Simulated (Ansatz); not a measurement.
Born–Oppenheimer molecular dynamics of BClFH$_{3}$ (6 atoms, charge 0, multiplicity 1). It starts at the highest image of a converged band. Of that band: Neighbouring images differ by up to 1.5 eV, so the band resolves the path poorly. A vibrational analysis at the climbing image gives one clearly imaginary mode, 1201i cm⁻¹: a first-order saddle point.

All numbers below come from Ansatz, RKS B3LYP-D4/def2-SVP.

| Item | Value |
| --- | --- |
| ensemble | NVE (velocity Verlet) |
| time step | 0.5 fs |
| steps asked | 200 |
| starting velocities drawn for | 100 K |
| seed | 6664 |

First frame:

```xyz
6
Properties=species:S:1:pos:R:3
B -0.062 -0.271 0.000
F -0.113 0.103 1.583
H 0.997 0.045 -0.459
Cl -1.568 0.175 -0.824
H -0.070 -1.552 0.353
H -0.105 -1.006 1.275
```

(1) How far do the bonds stretch over the last three quarters of this one trajectory? (Pairs bonded in most of those frames.)

## Answers

(1) 
| bond | mean (Å) | spread (Å) | shortest | longest |
| --- | --- | --- | --- | --- |
| B1–H3 | 1.202 | 0.005 | 1.19 | 1.22 |
| B1–Cl4 | 1.762 | 0.025 | 1.71 | 1.80 |
| B1–H5 | 1.203 | 0.011 | 1.18 | 1.22 |
| F2–H6 | 0.931 | 0.025 | 0.89 | 0.98 |

Mean temperature of the second half: 799 K. The conserved energy stayed within 0.14 meV per atom of its start (net change 0.11 meV per atom), so the integration is sound. The kinetic energy rose, since the run started high on the potential surface and went downhill. It ends in pieces (BClH2 + FH), so much of that is their flight and rotation, not heat. A run of 0.1 ps of so small a system gives no equilibrium averages. The orbitals stay closed-shell, which can raise the energy where a bond breaks towards radicals; this wasn't checked here.

Time of the run: 2.5 min on 1 thread of Intel(R) Xeon(R) 6975P-C (Granite Rapids) (shared host), peak memory 0.12 GiB.
